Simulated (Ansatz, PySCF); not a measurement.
Reaction (SMILES): O=C=S → O=C=S as doublet, charge +1 + e-
Geometries: B3LYP-D3(BJ)/def2-TZVP minima from Ansatz (a first-principles code). A spin state is the lowest found, not a proven ground state.

Property: adiabatic ionisation energy (0 K, with B3LYP-D3(BJ) harmonic zero-point energies from PySCF), in eV. Cores are frozen in the correlated levels unless marked. Open shells are spin-unrestricted. No spin-orbit coupling. Non-relativistic. Basis-set limits of correlation are two-point, X^-3; Hartree-Fock from the larger set.

```
level              program  adiabatic ionisation energy (eV)
-----------------  -------  --------------------------------
SVWN5/def2-TZVPD    Ansatz                             11.45
revPBE/def2-TZVPD   Ansatz                             11.07
```

Question: What does CCSD(T)/CBS(cc-pV(T+d)Z,cc-pV(Q+d)Z) (Ansatz) give?

Answer: 11.23 eV
